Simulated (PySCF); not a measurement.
**C4H4S: calculation against experiment**

**What was measured.**

NIST CCCBDB Release 22 (SRD 101), experimental dipoles lists, for the gas: dipole moment (dielectric constant against temperature) 0.55 D.

The results are set against them at the end.

C4H4S.
Atom-mapped SMILES: `[cH:1]1[cH:2][cH:3][s:4][cH:5]1` (hydrogens: H6 on C1; H7 on C2; H8 on C3; H9 on C5)

Structure used (PBE0-D3(BJ)/def2-SVP), in Å, numbered top down from 1:
```
atom  x, y, z in Å
C1    -0.7619   -0.6660   -0.0255
C2     0.6606   -0.7358   -0.0256
C3     1.2443    0.5040   -0.0088
S4     0.0689    1.7549    0.0066
C5    -1.2227    0.6243   -0.0089
H6    -1.4190   -1.5366   -0.0375
H7     1.2294   -1.6665   -0.0377
H8     2.3057    0.7484   -0.0050
H9    -2.2550    0.9716   -0.0049
```

Runs made with PySCF (gas phase, on this PBE0-D3(BJ)/def2-SVP geometry; no spin–orbit coupling):

```
                             level                                          job  basis functions  wall time
PBE0-D3(BJ)/def2-SVP, grid level 1  geometry optimisation from a GFN2-xTB start               94       21 s
```

Hardware: one thread of an Intel Xeon Platinum 8259CL at 2.50 GHz (shared host).

**Comparison with experiment**

**Dipole moment.** Measured: 0.55 D (NIST CCCBDB Release 22 (SRD 101), experimental dipoles).

| level | computed (D) | computed − measured (D) | % (from the printed values) |
| --- | --- | --- | --- |
| PBE0-D3(BJ)/def2-SVP | 0.46 | -0.09 | -16 |

The computed dipoles belong to one fixed geometry; measured ones are averaged over vibrations unless marked μe. Magnitudes are compared, not signs.

No measured geometry was used, and the causes of the misses weren't examined.
